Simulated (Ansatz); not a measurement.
**One shape, several levels: PO (Phosphorus monoxide)**

Aim: a comparison of 4 runs (U-r2SCAN0/STO-3G, U-revPBE/STO-3G, RPA@PBE/STO-3G, UCCSD/STO-3G) of PO (Phosphorus monoxide). 

The calculation is run with Ansatz 0.2.0.

36 further runs of the same task are left out: 5 that didn't finish, 31 set aside as unsound or not needed.

### 1 The system as given

PO: 2 atoms, total charge 0, spin state doublet. SMILES: `O=[P]`. The P2–O1 distance was set to 2.948 Å, away from the relaxed value.

### 2 A single-point energy at U-r2SCAN0/STO-3G (run 1)

The input, in.yaml:

```yaml
crystal:
  periodic: [false, false, false]
  atoms:
    - symbol: O
      position_ang: [0.000000, -0.000000, -1.483460]
    - symbol: P
      position_ang: [-0.000000, 0.000000, 1.464540]
basis:
  gaussian:
    orbitals: STO-3G
magnetization:
  spin_polarized: true
  initial_magnetization: 1
hamiltonian:
  xc: {name: r2SCAN0}
accuracy: high
```

On the command line:

```
$ ansatz run in.yaml --threads 1 --pin off --max-ram 3480MiB --events-out events.jsonl --progress --plain --runs-dir runs
```

The program printed:

```text
Warning: RAYON_NUM_THREADS=1 ignored (pool sized by the plan → 1); use --threads N
Functional definition: r2SCAN0
  name "r2SCAN0"
  parameter a = 0.25
  parameter k0 = 0.174
  parameter k1 = 0.065
  parameter a1 = 4.9479
  exchange = (1 - a)*r2scan_x(k0 = k0, k1 = k1, a1 = a1) + a*exact_x
  correlation = r2scan_c
206 factors; integrals over basis functions are off by at most 1.2e-8 eV
mean field evaluation 1: about -11152.5905 eV, gradient 2.3e1 eV
mean field evaluation 2: about -11073.3622 eV, gradient 7.9e0 eV
mean field evaluation 4: about -11147.0154 eV, gradient 1.9e1 eV
mean field evaluation 8: about -11188.6644 eV, gradient 6.8e-1 eV
mean field evaluation 16: about -11194.4253 eV, gradient 1.3e-5 eV
mean field evaluation 32: about -11194.4253 eV, gradient 2.6e-7 eV
mean field -11194.42532475 eV, -411.3875428307 hartree, gradient 9.7e-9 eV, S^2 2.690780; 2 other end points of the search recorded, 0 dependent functions left out
reference -11194.42532506 eV, -411.3875428420 hartree; 12, 11 occupied and 2, 3 virtual orbitals, 206 factors
Total energy: -11194.42532506 eV, -411.3875428420 hartree
```

Wall time 3.6 s (1 thread of Intel Xeon Platinum 8488C (Sapphire Rapids), shared host); peak memory 0.18 GiB.

### 3 A single-point energy at U-revPBE/STO-3G (run 2)

The input, job.yaml:

```yaml
crystal:
  periodic: [false, false, false]
  atoms:
    - {symbol: O, position_ang: [0.000000, -0.000000, -1.483460]}
    - {symbol: P, position_ang: [-0.000000, 0.000000, 1.464540]}
basis:
  gaussian:
    orbitals: STO-3G
total_charge: 0
magnetization:
  spin_polarized: true
  initial_magnetization: 1
hamiltonian:
  xc: {name: revPBE}
accuracy: high
```

On the command line:

```
$ ansatz run job.yaml --threads 1 --pin off --max-ram 3480MiB --events-out events.jsonl --progress --plain --runs-dir runs
```

The program printed:

```text
Warning: RAYON_NUM_THREADS=1 ignored (pool sized by the plan → 1); use --threads N
Functional definition: revPBE
  name "revPBE"
  parameter kappa = 1.245
  parameter beta = 0.06672455060314922
  exchange = pbe_x(kappa = kappa, mu = beta*pi^2/3)
  correlation = pbe_c(beta = beta)
206 factors; integrals over basis functions are off by at most 1.2e-8 eV
mean field evaluation 1: about -11151.7113 eV, gradient 2.8e1 eV
mean field evaluation 2: about -11071.5501 eV, gradient 7.4e0 eV
mean field evaluation 4: about -11144.7627 eV, gradient 1.7e1 eV
mean field evaluation 8: about -11190.8580 eV, gradient 8.2e0 eV
mean field evaluation 16: about -11192.4545 eV, gradient 1.0e-5 eV
mean field evaluation 32: about -11192.4490 eV, gradient 2.7e-1 eV
mean field evaluation 64: about -11192.4545 eV, gradient 4.4e-8 eV
mean field -11192.45445264 eV, -411.3151146166 hartree, gradient 4.4e-8 eV, S^2 2.570261; 7 other end points of the search recorded, 0 dependent functions left out
reference -11192.45445416 eV, -411.3151146724 hartree; 12, 11 occupied and 2, 3 virtual orbitals, 206 factors
Total energy: -11192.45445416 eV, -411.3151146724 hartree
```

Wall time 1.3 s (1 thread of Intel Xeon Platinum 8488C (Sapphire Rapids), shared host); peak memory 0.12 GiB.

Run 3 isn't shown in full; the table further down has it.

### 4 A single-point energy at UCCSD/STO-3G (run 4)

The input, input.yaml:

```yaml
crystal:
  periodic: [false, false, false]
  atoms:
    - {symbol: O, position_ang: [0.000000, -0.000000, -1.483460]}
    - {symbol: P, position_ang: [-0.000000, 0.000000, 1.464540]}
basis:
  gaussian: {orbitals: STO-3G}
scf: {omitted_lower_state_checks: [cluster_reference, increment]}
correlation: {method: ccsd, frozen_orbitals: {O: 1, P: 5}}
accuracy: high
magnetization: {spin_polarized: true, initial_magnetization: 1}
```

On the command line:

```
$ ansatz run input.yaml --threads 1 --pin off --max-ram 3480MiB --events-out events.jsonl --progress --plain --runs-dir runs
```

The program printed:

```text
Warning: RAYON_NUM_THREADS=1 ignored (pool sized by the plan → 1); use --threads N
[... 17 lines left out ...]
6 core orbitals not correlated: weight in the atoms' cores, before any rotation towards them, 1.000 or more for the frozen orbitals, at most 0.000 for the correlated occupied ones
[... 85 lines left out ...]
Total energy: -11175.03611774 eV, -410.6750026154 hartree
Checks for a lower state left out: cluster_reference, increment
```

Wall time 0.58 s (1 thread of Intel Xeon Platinum 8488C (Sapphire Rapids), shared host).

### 5 Overview of the runs

```csv
run,level,frozen core orbitals,energy (Eh),⟨S²⟩,wall time
1,U-r2SCAN0/STO-3G,–,-411.387543,2.691,3.6 s
2,U-revPBE/STO-3G,–,-411.315115,2.570,1.3 s
3,RPA@PBE/STO-3G,6,-410.711287,2.560,1.9 s
4,UCCSD/STO-3G,6,-410.675003,2.735,0.58 s
```

### 6 Summary of results

```
                                          quantity          value
                               run 4: total energy  -410.67500 Eh
run 4: correlation energy (6 core orbitals frozen)       -1.2 mEh
          run 4: ⟨S²⟩ of the reference determinant          2.735
                              run 4: T1 diagnostic          0.011
```

In words: Totals of different functionals can't be ranked against each other. In runs 1, 2, 3, 4 the basis is minimal, so the values are rough. Spin contamination of the reference: run 4 ⟨S²⟩ = 2.73, run 1 ⟨S²⟩ = 2.69, run 2 ⟨S²⟩ = 2.57, run 3 ⟨S²⟩ = 2.56. Where it is this large, the reference is a mixture of spin states, and values that rest on it are in doubt. All runs together took 7.4 s, the longest 3.6 s.
